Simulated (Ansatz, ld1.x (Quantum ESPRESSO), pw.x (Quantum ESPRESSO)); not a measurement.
**lanthanum: does the TM potential hold in the solid?**

La, norm-conserving Troullier–Martins (Kleinman–Bylander form), made with ld1.x (Quantum ESPRESSO) 7.5 (PBEsol, scalar-relativistic). Core [Xe], reference 4f0 5d1 6s2 6p0. Waves: 6s (bound): rc 3.35 bohr; 6p (bound, empty): rc 4.20 bohr; 5d (bound): rc 2.35 bohr; 4f (bound, empty): rc 0.85 bohr. Local part: all-electron potential smoothed inside 4.20 bohr (lloc = -1). Core correction: none.

Crystal test: sc La in pw.x 7.5, no spin, 10³ k-points, Fermi–Dirac smearing 0.01 Ry, cutoffs 35/140 Ry. The reference is all-electron LAPW (Ansatz 0.2.0) with the same functional, mesh and smearing; V0 and B0 come from Birch–Murnaghan fits to the pressures at five volumes. Errors are pseudo minus all-electron; Δ is the rms difference of the E(V) curves that follow from these fits, minima aligned, over ±6 % about the mean V0. Mesh and smearing are coarse, so the numbers serve the comparison and aren't converged zero-temperature values; the lattice is a test structure that the element need not adopt.

All-electron: a0 = 3.222 Å (V0 = 33.46 Å³/atom), B0 = 26.7 GPa.

Task: How far does the potential miss the all-electron equation of state?

Result: mean pressure error (GPa): +5.45. The pressure does not cross zero within the volumes sampled, so no fit is given. The largest radius (4.20 bohr) exceeds half the bond length (3.05 bohr), so the spheres overlap, which is one possible source of error among others. This is a poor potential for the solid. Atomic configuration tests: 1 of 7 tests not solved or not reliable.

```csv
V (Å³/atom),P all-electron (GPa),P pseudo (GPa)
32.090,1.21,7.32
32.935,0.43,6.20
33.779,-0.25,5.19
34.623,-0.85,4.28
35.468,-1.38,3.45
```

Task: At the middle volume, how do free energy and pressure move when the wave cutoff is lowered (ecutrho kept at four times it)?

Result:

```
cutoff (Ry)  shift of F (meV/atom)  shift of P (GPa)
         16                   +8.0             +0.07
         21                   +4.7             -0.02
         28                   +0.9             +0.00
```

The run at the middle volume (56 k-points, 7 iterations) took about 3 s on one core of a shared host (Neoverse-V2, 96 threads, 742 GiB, load 57).
